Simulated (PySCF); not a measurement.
H₂O, singlet in STO-3G: errors against full CI

Geometry: MP2(full)/6-31G*, from the G2/97 set.

```tsv
atom	x (Å)	y (Å)	z (Å)
O	0.0000	0.0000	0.0667
H	0.0000	0.7632	-0.5296
H	0.0000	-0.7632	-0.5296
```

Basis STO-3G; PySCF 2.14.0. Only valence electrons are correlated (noble-gas cores frozen), which leaves 8 electrons in 6 orbitals. R marks a restricted (for open shells ROHF) determinant.

Full CI is exact within this basis and frozen core; it isn't the basis-set limit.

```
T1 diagnostic (ROHF- or RHF-based CCSD)             : 0.0050
largest doubles amplitude (ROHF- or RHF-based CCSD) : 0.080
```

```csv
level,E − E(full CI) (meV),share of correlation (%),wall time
RHF,1386,0.00,–
RMP2,395,71.47,–
RCCSD,3,99.76,–
RCCSD(T),1,99.90,0.1 s
RCCSDT,1,99.95,–
RCCSDT(Q),0,99.98,0.09 s
```

The correlation energy at full CI, counted from RHF, is -1.386 eV. Full CI, over all symmetries tried, took 0.01 s on 1 thread of Arm Neoverse V2, shared host; the state has 65 determinants.

Times are those of the correlated step on a shared host, with one SCF added for the restricted CCSD run; they ran on 1 thread of Arm Neoverse V2.

The full-CI state has the irrep A1 of C2v, in the program's axes.

Natural occupations of full CI about the gap: 1.998 1.998 1.976 1.973 0.028 0.027; effectively unpaired electrons, Σ n²(2−n)², 0.01.
